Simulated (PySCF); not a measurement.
A GIAO shielding run with PySCF 2.14 (density fitting, non-relativistic, gas phase) on ethyl methyl sulfone (SMILES S(CC)(C)(=O)=O):

```
{"job": {"kind": "nmr", "xc": "PBE0", "basis": "pcSseg-1"}, "charge": 0, "multiplicity": 1}
C      1.479251     0.711033     0.446821
C      0.977209    -0.664539     0.076829
S     -0.557492    -0.516691    -0.895269
C     -1.772938     0.201040     0.250252
O     -0.339920     0.421777    -1.961647
O     -0.999415    -1.838899    -1.245017
H      2.502629     0.667279     0.813380
H      0.860703     1.161032     1.219547
H      1.452570     1.343703    -0.437631
H      0.746739    -1.291392     0.933019
H      1.669792    -1.187062    -0.578165
H     -2.732087     0.176972    -0.251794
H     -1.485012     1.221559     0.462405
H     -1.802708    -0.406284     1.145104
```

Hardware: 1 thread of an x86-64 server CPU, shared host. The job also computes population analyses, field gradients.

Question: How large is the calculation?

Answer: 58 electrons, 149 basis functions and 796 auxiliary functions.

Question: How long does it take?

Answer: 17 s of wall time, with 14 SCF cycles and 4 response iterations. Times on a shared host scatter by some tens of per cent.
